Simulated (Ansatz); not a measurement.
# A cut through the energy surface

H3S2O (SMILES [OH2+]SS) (charge +1), closed shell, at its PBE0-D4/def2-TZVP minimum:

```
6
angstrom
O -0.9644 0.3664 -0.5719
S -0.0063 -0.9303 0.5866
S 1.8500 -0.6338 0.1959
H -1.4844 -0.0776 -1.2627
H -1.5459 0.9585 -0.0660
H 2.1510 0.3168 1.1181
```

The bond length O1–H5 (0.972 Å at the minimum) is set to the values below, the two halves moving rigidly along the bond. Each method's energies count from its own value at the PBE0-D4 minimum structure. Computed with Ansatz 0.2.0 (basis: def2-TZVPP); correlated methods freeze the cores. B3LYP uses VWN-RPA correlation.

CCSD(T) energies along the scan:
```tsv
bond length (Å)	CCSD(T) (eV)
0.836	0.615
0.865	0.351
0.906	0.118
0.955	0.006
1.010	0.035
1.068	0.188
1.130	0.440
1.195	0.765
1.264	1.145
```
They count from the CCSD(T) energy at the PBE0-D4 minimum.

Minimum and curvature along this coordinate at CCSD(T): A fifth-order fit through the nearest points gives 0.970 Å, with a curvature of about 49 eV/Å².

Task: Treat the two halves as rigid bodies and work out the harmonic wavenumber of this stretch from that curvature (ν̃ = 521.5 √(k/μ) cm⁻¹ with k in eV/Å² and μ in u).

Result: The halves weigh 82.15 and 1.01 u, so μ = 82.15 × 1.01/83.16 = 0.998 u and ν̃ = 521.5 √(49/0.998) ≈ 3700 cm⁻¹. A true normal mode mixes in other motions, so this is a guide only.

Largest difference from the CCSD(T) curve over the scan: r2SCAN-D4 0.036; B3LYP-D4 0.037; wB97M-V 0.008 eV. Each curve counts from its own value at the minimum.

T1 diagnostic: at most 0.021.

For scale, one of the runs: CCSD(T)/def2-TZVPP, 157 basis functions (an equivalent command: `ansatz run in.yaml --threads 2`). The run took 17 s on 2 CPU threads (shared host), with 1 GiB of host memory at its peak.
